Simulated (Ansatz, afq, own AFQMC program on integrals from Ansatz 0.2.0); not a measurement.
## Where AFQMC and coupled cluster stand for F⁻, triplet

A free F anion.

Basis aug-cc-pVDZ. Only valence electrons are correlated. AFQMC by an in-house program on the Cholesky factors that Ansatz 0.2.0 writes for its CCSD(T) run. The CISD trial takes its coefficients from CCSD amplitudes. Released means that phaseless walkers are propagated on without the constraint, phases kept. ± is one standard error of the sampling.

Determinant: UHF, the one that the program's search chose, which needn't be the lowest solution.

Full CI is exact in this basis; its frozen core comes from its own orbitals, which moves totals by up to a few meV.

Cautions: another spin lies lower (by 8.96 eV); at this level and basis the anion state lies above a neutral one; the search met a lower determinant of the same kind, perhaps of another symmetry (109 meV lower), and this one is a saddle point; a state of other symmetry lies lower (by 220 meV); full CI with its own frozen core.

* T1 diagnostic: 0.0127
* weight of the determinant in the CISD state: 0.956
* ⟨S²⟩ of the determinant: 2.003
* size of the correlated space: 8 electrons in 22 orbitals

Reference: full CI, correlation energy -5.018 eV. The released energy is read at 1.62 1/Eh, later times being too noisy (meV from the phaseless value at times in 1/Eh: -1 ± 5 at 0.24, -7 ± 6 at 0.51, -14 ± 5 at 0.99, -2 ± 6 at 1.62, -13 ± 8 at 2.40).

```
         level  E − E(reference) (kJ/mol)  share of correlation (%)
            HF                      484.2                      0.00
           MP2                       42.9                     91.15
          CCSD                        9.4                     98.06
       CCSD(T)                        0.9                     99.80
         CCSDT                        0.1                     99.98
      CCSDT(Q)                       -0.1                    100.02
 ph-AFQMC/CISD                  0.9 ± 0.4                     99.80
released AFQMC                  0.8 ± 0.5                     99.84
```

CCSDT and higher add their correlation energy to the determinant of the CCSD(T) run, since their own runs factorise the integrals more tightly (a shift of under 2 meV). A walk keeps the symmetry of its determinant, which the program's search chose and which needn't be the lowest solution, so a lower state of the same spin and another symmetry isn't excluded. Released energies are given only where the last usable release times agree within the noise; a slower fall can still hide under it.
